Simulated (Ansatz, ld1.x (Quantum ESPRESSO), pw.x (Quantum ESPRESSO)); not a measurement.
## rubidium (Rb): does the PAW potential hold in the solid?

- Element: Rb
- Generator: ld1.x (Quantum ESPRESSO) 7.5
- Type: PAW
- Functional: PBE
- Relativity: scalar-relativistic
- Frozen core: [Ar] 3d10
- Valence charge: 9
- Reference configuration: 4s2 4p6 4d0 5s0 5p0 (charge +1)
- Partial waves: 4s (bound): rcut 2.00, rcutus 2.60 bohr; 5s (bound, empty): rcut 2.00, rcutus 2.60 bohr; 4p (bound): rcut 3.40, rcutus 3.60 bohr; 5p (bound, empty): rcut 3.40, rcutus 3.60 bohr; 4d (bound, empty): rcut 3.60, rcutus 4.00 bohr; 4d channel at 0.9 Ry: rcut 3.60, rcutus 4.00 bohr
- Local potential: all-electron potential smoothed inside 3.04 bohr (lloc = -1)
- Core correction: none
- Augmentation charge: BESSEL, radius 1.70 bohr

Crystal test: bcc Rb in pw.x 7.5, no spin, 8³ k-points, Fermi–Dirac smearing 0.01 Ry, cutoffs 40/320 Ry. The lattice is a test structure that the element need not adopt, and mesh and smearing are coarse.

pw.x input:

```
&control
  calculation='scf', prefix='x', pseudo_dir='./', outdir='./tmp', tstress=.true., disk_io='none'
/
&system
  ibrav=0, nat=1, ntyp=1, ecutwfc=40, ecutrho=320, nbnd=12,
  occupations='smearing', smearing='fd', degauss=0.01
/
&electrons
  conv_thr=1e-09, mixing_beta=0.4, electron_maxstep=70
/
ATOMIC_SPECIES
Rb 1.0 Rb.UPF
CELL_PARAMETERS angstrom
  -2.84181503 2.84181503 2.84181503
  2.84181503 -2.84181503 2.84181503
  2.84181503 2.84181503 -2.84181503
ATOMIC_POSITIONS crystal
Rb 0.0000 0.0000 0.0000
K_POINTS automatic
8 8 8 0 0 0
```

```bash
pw.x < Rb.scf.in > Rb.scf.out
```

Question: How does the run end?

Answer: Failed: no self-consistency to 1e-9 Ry within 70 iterations. Atomic configuration tests: test run stopped at test 4 of 7 (negative rho). The log shows:

```
     estimated scf accuracy    <     156.84226827 Ry
     iteration #  2     ecut=    40.00 Ry     beta= 0.40
     negative rho (up, down):  9.226E-01 0.000E+00
     total energy              =    -261.21521089 Ry
     estimated scf accuracy    <      18.46283858 Ry
     iteration #  3     ecut=    40.00 Ry     beta= 0.40
     negative rho (up, down):  2.220E-03 0.000E+00
     total energy              =    -236.86650884 Ry
     estimated scf accuracy    <     347.30159071 Ry
     iteration #  4     ecut=    40.00 Ry     beta= 0.40
     negative rho (up, down):  7.256E-04 0.000E+00
     total energy              =    -252.34750221 Ry
     estimated scf accuracy    <     296.12004356 Ry
     [... 62 iterations left out ...]
     iteration # 67     ecut=    40.00 Ry     beta= 0.40
     c_bands:  1 eigenvalues not converged
     c_bands:  2 eigenvalues not converged
     c_bands:  4 eigenvalues not converged
     c_bands:  5 eigenvalues not converged
     [... 16 repeated lines left out ...]
     negative rho (up, down):  1.167E+01 0.000E+00
     total energy              =    -331.36118711 Ry
     estimated scf accuracy    <       0.01196683 Ry
     iteration # 68     ecut=    40.00 Ry     beta= 0.40
     [... 1 repeated lines left out ...]
     negative rho (up, down):  1.169E+01 0.000E+00
     total energy              =    -331.36111102 Ry
     estimated scf accuracy    <       0.00030784 Ry
     iteration # 69     ecut=    40.00 Ry     beta= 0.40
     negative rho (up, down):  1.167E+01 0.000E+00
     total energy              =    -331.36316807 Ry
     estimated scf accuracy    <       0.00015137 Ry
     iteration # 70     ecut=    40.00 Ry     beta= 0.40
     negative rho (up, down):  1.167E+01 0.000E+00
     total energy              =    -331.36367258 Ry
     estimated scf accuracy    <       0.00003435 Ry
     convergence NOT achieved after  70 iterations: stopping
     Message from routine punch:
     Nothing written, as per user request (disk_io='none')
```
